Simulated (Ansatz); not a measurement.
Reaction (SMILES): C=C(F)F + 4 [H][H] (H2) → 2 C (CH4) + 2 F (HF)
B3LYP-D3(BJ)/def2-TZVP geometries, fixed; electronic energies without zero-point terms.
Largest species:
```xyz
6

C      1.3666    -0.1842    -0.0960
C      0.0659    -0.0089    -0.0046
F     -0.8303    -0.9779     0.0790
F     -0.5461     1.1633     0.0177
H      2.0191     0.6710    -0.1597
H      1.7731    -1.1820    -0.1067
```

Basis-set convergence of the energy of full hydrogenation at CCSD(T) with Ansatz (an electronic-structure program). All functions are spherical. Cores are frozen. No added dispersion term, no relativity. Functions are those of the species that has most. Reference: Hartree-Fock in cc-pVQZ plus the correlation part extrapolated as X^-3 from cc-pVTZ and cc-pVQZ, -99.88 kcal/mol, itself unsure by roughly 0.59 kcal/mol (a third of the extrapolation step and of the last Hartree-Fock step). Deviations are taken from unrounded values.

```json
[
 {"basis": "cc-pVDZ", "functions": "66", "energy of full hydrogenation (kcal/mol)": "-93.01", "minus reference (kcal/mol)": "6.87"},
 {"basis": "aug-cc-pVDZ", "functions": "110", "energy of full hydrogenation (kcal/mol)": "-104.72", "minus reference (kcal/mol)": "-4.84"},
 {"basis": "cc-pVTZ", "functions": "148", "energy of full hydrogenation (kcal/mol)": "-97.01", "minus reference (kcal/mol)": "2.87"},
 {"basis": "jun-cc-pV(T+d)Z", "functions": "184", "energy of full hydrogenation (kcal/mol)": "-100.42", "minus reference (kcal/mol)": "-0.55"},
 {"basis": "aug-cc-pVTZ", "functions": "230", "energy of full hydrogenation (kcal/mol)": "-100.20", "minus reference (kcal/mol)": "-0.32"},
 {"basis": "cc-pVQZ", "functions": "280", "energy of full hydrogenation (kcal/mol)": "-99.07", "minus reference (kcal/mol)": "0.80"}
]
```

The smallest set listed that lies within 2 kcal/mol of the reference with all its larger relatives (same family, alike in diffuse functions; a set with none counts only in the reference's own line) is jun-cc-pV(T+d)Z (184 functions, -0.55 kcal/mol off).
